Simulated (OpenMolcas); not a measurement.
Worked example: vertical ionisation energy of BNH2 (SMILES B[N])

BNH2 has 4 atoms, charge 0, and is taken as a triplet. SMILES: `B[N]`. The shape is that of a GFN2-xTB optimisation.

| atom | x (Å) | y (Å) | z (Å) |
| --- | --- | --- | --- |
| B | -0.0357 | 0.0066 | -0.0239 |
| N | 1.0418 | -0.1917 | 0.6977 |
| H | -1.0569 | -0.4740 | 0.3346 |
| H | 0.0509 | 0.6591 | -1.0083 |

Both states at this one shape; open shells run unrestricted unless said. 1 Eh = 27.2114 eV.

| level | program | triplet BNH2 (Eh) | doublet [BNH2]+ (Eh) |
| --- | --- | --- | --- |
| USVWN5/STO-3G | OpenMolcas | -78.835139 | -78.493849 |
| UB3LYP/STO-3G | OpenMolcas | -79.619647 | -79.259117 |
| UM06-2X/STO-3G | OpenMolcas | -79.611894 | -79.247521 |
| ROCCSD(T)/STO-3G, 2 core orbitals frozen | OpenMolcas | -79.254462 | -78.924570 |

Question: Work out the vertical ionisation energy at each level.

Answer: 
1. USVWN5/STO-3G: -78.493849 − (-78.835139) = 0.341290 Eh = 9.29 eV.
2. UB3LYP/STO-3G: -79.259117 − (-79.619647) = 0.360530 Eh = 9.81 eV.
3. UM06-2X/STO-3G: -79.247521 − (-79.611894) = 0.364373 Eh = 9.92 eV.
4. ROCCSD(T)/STO-3G: -78.924570 − (-79.254462) = 0.329892 Eh = 8.98 eV.

No measured value is set beside it here; the levels span 8.98 to 9.92 eV. Minimal sets are far from the basis-set limit.
